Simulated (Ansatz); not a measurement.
System: zinc-blende HgS (metastable phase). Method: PBE0 in Ansatz (PAW).

Numerical settings: plane-wave cutoff 460 eV, 8×8×8 k mesh, Fermi–Dirac smearing 0.01 eV, scalar-relativistic PAW data made under PBE.

Response to compression and expansion:

| V (Å³/atom) | P (GPa) | direct gap at Γ (eV) |
|---|---|---|
| 24.624 | 3.49 | 1.014 |
| 25.489 | 1.05 | 0.953 |
| 25.920 | 0.00 | 0.922 |
| 26.569 | -1.41 | 0.875 |
| 27.217 | -2.62 | 0.828 |

A straight line through the gaps at Γ against ln V gives a volume deformation potential dE_g(Γ)/d ln V of -1.9 eV: the gap at Γ widens under compression.

Spin–orbit coupling is not included.

Ansatz is a first-principles code.
